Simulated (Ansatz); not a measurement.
A made-up structure of Si2H3O, doublet:

O1  (-1.037, -0.267, 0.410)
Si2  (0.131, -1.453, 0.048)
Si3  (0.293, 0.752, 0.202)
H4  (-0.286, -2.181, -1.202)
H5  (-1.993, -0.422, 0.471)
H6  (0.773, 1.414, 1.439)
(Å)

It is relaxed with PBE-D4/def2-SVP and then PBE0-D4/def2-TZVP (Ansatz 0.2.0). Atoms count as bonded within 1.22 times the sum of their covalent radii (H–H: 0.88 Å). The end point is not checked to be a true minimum.

**Question.** Does its bonding change? (Judge from chemistry; the calculation decides.)

**Answer.** By the calculation: No: no bond forms or breaks.

Where it ends: The first stage lowers the energy by 1.42 eV in 15 steps. It ends as Si₂H₃O ([OH]1[SiH][SiH]1):
O1  (-1.093, -0.363, 0.706)
Si2  (0.302, -1.413, 0.121)
Si3  (0.221, 0.908, 0.017)
H4  (-0.417, -2.034, -1.059)
H5  (-1.889, -0.402, 0.167)
H6  (0.756, 1.147, 1.415)
(Å)

Labels in which every atom is bracketed show which atoms are joined, not bond orders.

For scale, one of the runs: PBE0-D4/def2-TZVP relaxation, 123 basis functions, launched by `ansatz run in.yaml --threads 2 --pin off --events-out ev --progress --plain --max-ram 4352MiB`. Hardware: 2 CPU threads of an Intel Xeon 6975P-C, shared host. Wall time about 17 s.
